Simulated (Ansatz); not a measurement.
## How far each method lies from UCCSDT(Q) for [Br···H···BH$_{2}$], doublet

Geometry: a point of a hydrogen-transfer path between rigid fragments, not a stationary point.

```yaml
atoms:
  - { symbol: Br, position_ang: [-0.4806, 0.0000, 0.0000] }
  - { symbol: H, position_ang: [1.4334, 0.0000, 0.0000] }
  - { symbol: B, position_ang: [2.8014, 0.0000, 0.0000] }
  - { symbol: H, position_ang: [3.3104, 0.0000, 1.0770] }
  - { symbol: H, position_ang: [3.3104, 0.0000, -1.0770] }
```

Basis cc-pVDZ; Ansatz 0.2.0. Correlated methods freeze the noble-gas cores and the filled d shells of p-block atoms, which leaves 13 electrons in 41 orbitals. Prefix R: restricted or restricted open-shell reference; prefix U: unrestricted. Active spaces: valence = (13e, 11o) chosen from the atoms' valence shells; pair = (3e, 3o) about the gap. No spin–orbit coupling is included, and no scalar relativity.

Full CI isn't at hand for all of this; UCCSDT(Q) serves as the reference, and is uncertain by about the last step of the cluster series. The frozen core follows each run's orbitals, which can shift R against U totals by a few meV for light atoms and by up to 0.1 eV past Ca.

* UHF ⟨S²⟩: 0.771
* T1 diagnostic (RCCSD): 0.0184
* largest doubles amplitude (RCCSD): 0.046
* T1 diagnostic (UCCSD): 0.0112

```json
{"level": "UHF", "E − E(UCCSDT(Q)) (mEh)": "237.44", "share of correlation (%)": "2.45", "wall time": "–"}
{"level": "UMP2", "E − E(UCCSDT(Q)) (mEh)": "42.02", "share of correlation (%)": "82.74", "wall time": "–"}
{"level": "UCCSD", "E − E(UCCSDT(Q)) (mEh)": "4.61", "share of correlation (%)": "98.11", "wall time": "–"}
{"level": "UCCSD(T)", "E − E(UCCSDT(Q)) (mEh)": "0.98", "share of correlation (%)": "99.60", "wall time": "14 s"}
{"level": "UCCSDT", "E − E(UCCSDT(Q)) (mEh)": "0.26", "share of correlation (%)": "99.89", "wall time": "–"}
```

The correlation energy at UCCSDT(Q), counted from RHF, is -6.623 eV. That run took 51 s on 1 thread of Arm Neoverse V1, shared host.

Run but not shown, since their state or frozen core can't be matched to the reference's or they repeat it: RHF, RMP2, CISD, RCCSD, RCCSD(T), BCCD(T), RCCSDT, RCCSDT(Q), CASSCF (pair space), NEVPT2 (pair space), MRCISD (pair space), MRCISD+Q (pair space), CASSCF (valence space), NEVPT2 (valence space).

Times hold each run's SCF and search for its determinant on a shared host, so for small cases they say little of a method's own cost; they ran on 1 thread of Arm Neoverse V1.

Natural occupations of CASSCF (valence space) about the gap: 1.999 1.979 1.978 1.971 1.001 0.029 0.019 0.016 0.009; effectively unpaired electrons, Σ n²(2−n)², 1.01.
